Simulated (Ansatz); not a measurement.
Worked example: H$_{2}$B–O⁺, triplet against H2B–O, doublet

Geometry (PBE0/def2-TZVP stationary point of a doublet), kept for both states (H2B–O, doublet: B2; H2B–O⁺, triplet: A2):

```yaml
atoms:
  - { symbol: B, position_ang: [0.0000, 0.0000, 0.6689] }
  - { symbol: O, position_ang: [0.0000, 0.0000, -0.6123] }
  - { symbol: H, position_ang: [0.0000, 1.0503, 1.2721] }
  - { symbol: H, position_ang: [0.0000, -1.0503, 1.2721] }
```

Basis cc-pVTZ; Ansatz 0.2.0. Correlated methods freeze the noble-gas cores. R marks a restricted (for open shells ROHF) determinant, U an unrestricted one.

Full CI isn't at hand for all of this; UCCSDT(Q) serves as the reference, and is uncertain by the last step of the cluster series or more.

| level | E(H2B–O, doublet) (hartree) | E(H2B–O⁺, triplet) (hartree) |
| --- | --- | --- |
| UHF | -100.739534 | -100.295741 |
| UMP2 | -101.035547 | -100.542743 |
| UCCSD(T) | -101.076947 | -100.586614 |
| PBE | -101.157200 | -100.667527 |
| UCCSDT(Q) | -101.078907 | -100.588171 |

Question: Give the vertical gap, H2B–O⁺ triplet less H2B–O doublet, at each level in eV (1 hartree = 27.2114 eV), and each error against UCCSDT(Q).

Answer: UCCSDT(Q): (-100.588171 − (-101.078907)) × 27.2114 = 13.354 eV (the reference)
PBE: (-100.667527 − (-101.157200)) × 27.2114 = 13.325 eV, error -0.029 eV
UCCSD(T): (-100.586614 − (-101.076947)) × 27.2114 = 13.343 eV, error -0.011 eV
UMP2: (-100.542743 − (-101.035547)) × 27.2114 = 13.410 eV, error 0.056 eV
UHF: (-100.295741 − (-100.739534)) × 27.2114 = 12.076 eV, error -1.278 eV

Total energies of functionals can't be set beside those of wave-function methods, since they hold the core's correlation and their own absolute errors; only the differences compare.

The reference still carries a basis error, for a change of charge of the order of 0.1 eV, so smaller errors of functionals can't be ranked.

Each level lands on the state that its own search finds. T1 diagnostics of restricted CCSD: 0.047 and 0.063.
